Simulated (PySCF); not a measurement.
Working out the electron affinity of O

O⁻ [He] 2s2 2p5 (2P) → O [He] 2s2 2p4 (3P). All numbers are calculated (PySCF 2.14, the non-relativistic Hamiltonian (point nucleus), in dyall-acv3z). Frozen: nothing; the 5 highest virtual orbitals dropped. Energies in hartree (1 hartree = 27.21139 eV):

| part | O⁻ (lower) | O (upper) |
| --- | --- | --- |
| UHF | -74.797615 | -74.818717 |
| MP2 opposite-spin | -0.215991 | -0.161107 |
| MP2 same-spin | -0.061311 | -0.042773 |

Task: What does Hartree-Fock give?

Result: (-74.818717) − (-74.797615) = -0.021102 hartree = -0.574 eV.

Task: What do MP2 and SCS-MP2 (6/5 opposite-spin, 1/3 same-spin) give?

Result: The opposite-spin parts differ by 1.493 eV and the same-spin parts by 0.504 eV. MP2: -0.574 + (1.493) + (0.504) = 1.423 eV. SCS-MP2: -0.574 + 1.2 × (1.493) + (0.504)/3 = 1.386 eV.

A first-order spin-orbit estimate adds -0.001 eV to MP2 (valence and next inner shell), giving 1.422 eV against 1.461 eV (measured; photodetachment measurements, as compiled on the Wikipedia data page of electron affinities).

What remains against the reference includes basis incompleteness and correlation beyond second order.
